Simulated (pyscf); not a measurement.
Structures and frequencies: ωB97X-D3(BJ)/def2-SVP in PySCF.

SMILES: [SiH3][Si](Cl)(F)[SiH3]
```xyz
11

F     -2.4349    -0.5560     0.2087
Si    -1.3363    -0.9330    -0.9397
Si    -1.7188     0.3797    -2.8239
Si     0.7947    -0.8763    -0.0038
Cl    -1.6805    -2.8949    -1.5102
H     -3.1112     0.1654    -3.3083
H     -0.7451    -0.0433    -3.8720
H     -1.5041     1.8215    -2.5066
H      0.8623    -1.8240     1.1437
H      1.1226     0.5051     0.4546
H      1.7647    -1.2870    -1.0602
```
Charge 0, spin multiplicity 1.

### Question
How much does it cost (ΔH, 298 K, ωB97M-D3(BJ)/def2-TZVP) to split F–Si(SiH₃)(SiH₃)–Cl at its F–Si bond into F• + H₃Si–Si•(SiH₃)–Cl?

### Answer
F–Si to F• + H₃Si–Si•(SiH₃)–Cl: 603.2 kJ/mol. The 7 functionals that were run give +581.7 (PBE0-D3(BJ)) to +603.6 kJ/mol (M06-2X). Other isomers of H₃Si–Si•(SiH₃)–Cl were not searched in full and may lie lower. Left out: the spin-orbit lowering of F.
